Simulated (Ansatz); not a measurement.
What does this script print? It uses the Python package of Ansatz (0.2.0).

`cas_fs.py`:
```python
"""Active-space calculation on FS(-)."""

import ansatz as az
from ase import Atoms

atoms = Atoms(["S", "F"], positions=[
    [0.0, 0.0, 0.0],
    [0.0, 0.0, 1.7],
])
fs = az.Crystal.molecule_from_ase(atoms)

setup = fs.calculation().basis(gaussian="cc-pVDZ").charge(-1).correlation(active_electrons=2, active_orbitals=2)
for method in [None]:
    report = (setup if method is None else setup.correlation(method)).run().report
    space = report["configurations"]
    state = space["states"][0]
    print(method or "casscf", f"total {report['free_energy_ev'] / 27.211386246:.6f} Ha, active-space state {state['energy']['hartree']:.6f} Ha, mean field {report['reference_energy_ev'] / 27.211386246:.6f} Ha")
    print("  determinants", state["n_determinants"], " natural occupations", [round(n, 3) for n in space["natural_occupations"]])
```

```console
$ python cas_fs.py
casscf total -496.965647 Ha, active-space state -496.965647 Ha, mean field -496.940317 Ha
  determinants 4  natural occupations [1.968, 0.032]
```

Reading the output:
- Total energies depend on the basis set; only differences at equal settings carry meaning.
- The geometry is a force-field or estimated start, not a minimum of this method, and the basis set is short of its limit. The active space starts as a window about the frontier orbitals and is then optimised, not chosen by chemistry.
- The spin state was assumed, and another may lie lower.
- Anions want diffuse functions, which this basis lacks.
- It ran for 1.5 s on 1 thread of Arm Neoverse N1, with other jobs on the host, peak memory 0.15 GiB.
